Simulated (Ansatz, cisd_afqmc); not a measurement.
Species: H2O, charge 1, doublet. H2O+ (parent SMILES O, doublet).
B3LYP-D3(BJ)/def2-TZVP minimum from Ansatz (an electronic-structure program):
```
O
H 1 1.0078
H 1 1.0078 2 110.00
```
Charge +1, spin multiplicity 2.

Total energies in aug-cc-pVTZ, 7 correlated electrons, 1 frozen orbitals. UHF or UKS for unpaired electrons; spin-orbit terms are left out. Correlated methods leave the cores frozen. No relativity. AFQMC/CISD: phaseless, guided by CISD from CCSD amplitudes; bars are statistical, one sigma. Outlying blocks are dropped, and bars are widened where a walk drifts. Over all cases where full CI ran beside it in this data, AFQMC minus full CI had a median of +0.1 mEh and passed +0.4 mEh in a tenth of the cases.

```tsv
method	program	energy (Eh)	minus CCSDT(Q) (mEh)
HF	Ansatz	-75.65801	222.72
MP2	Ansatz	-75.85956	21.17
CCSD	Ansatz	-75.87501	5.73
CCSD(T)	Ansatz	-75.88024	0.49
CCSDT(Q)	Ansatz	-75.88073	0.00
AFQMC/CISD	cisd_afqmc	-75.8807 ± 0.0003	0.1 ± 0.3
```

Rough core times of Ansatz's runs on a shared machine: CCSD(T) under 20 s, CCSDT(Q) 6 min.
